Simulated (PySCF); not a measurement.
A side-by-side comparison of computed properties.

First species: 3-chlorothiophene, C4H3ClS.
Bonds: Cl1–C2, C2–C3 (aromatic), C3–C4 (aromatic), C4–S5 (aromatic), S5–C6 (aromatic), C2–C6 (aromatic). Hydrogens: H7 on C3; H8 on C4; H9 on C6.

Second species: CH6Si.
SMILES: `C[SiH3]`

Levels: PBE0/pcSseg-1 for dipole moment, HOMO energy, LUMO energy and HOMO–LUMO gap; PBE0-D3(BJ)/def2-SVP for rotational constant A and rotational constant C. Geometries: PBE0-D3(BJ)/def2-SVP. All species are isolated and taken at one optimised geometry, non-relativistic unless stated; the electronic structure was computed with PySCF and density fitting.

Values for the first species:

| Item | Value |
| --- | --- |
| Dipole moment | 1.35 D |
| HOMO energy | -7.03 eV |
| LUMO energy | -0.79 eV |
| HOMO–LUMO gap | 6.24 eV |
| Rotational constant A | 7.144 GHz |
| Rotational constant C | 1.243 GHz |

(1) Estimate the same properties for the second species, and the change in each.

## Answers

(1) 
| property | first | second | second less first |
| --- | --- | --- | --- |
| dipole moment | 1.35 D | 0.76 D | -0.59 D |
| HOMO energy | -7.03 eV | -9.28 eV | -2.25 eV |
| LUMO energy | -0.79 eV | 0.94 eV | +1.73 eV |
| HOMO–LUMO gap | 6.24 eV | 10.22 eV | +3.98 eV |
| rotational constant A | 7.144 GHz | 55.437 GHz | +48.293 GHz |
| rotational constant C | 1.243 GHz | 10.853 GHz | +9.610 GHz |

On the first: In atomic units the dipole is 0.53 e·bohr (1 au = 2.5417 D).

On the second: The dipole matches unit charges of opposite sign 0.16 Å apart (1 e·Å = 4.8032 D). A dipole of 0.76 D is allowed in C3v, and pure rotational transitions are dipole-allowed.
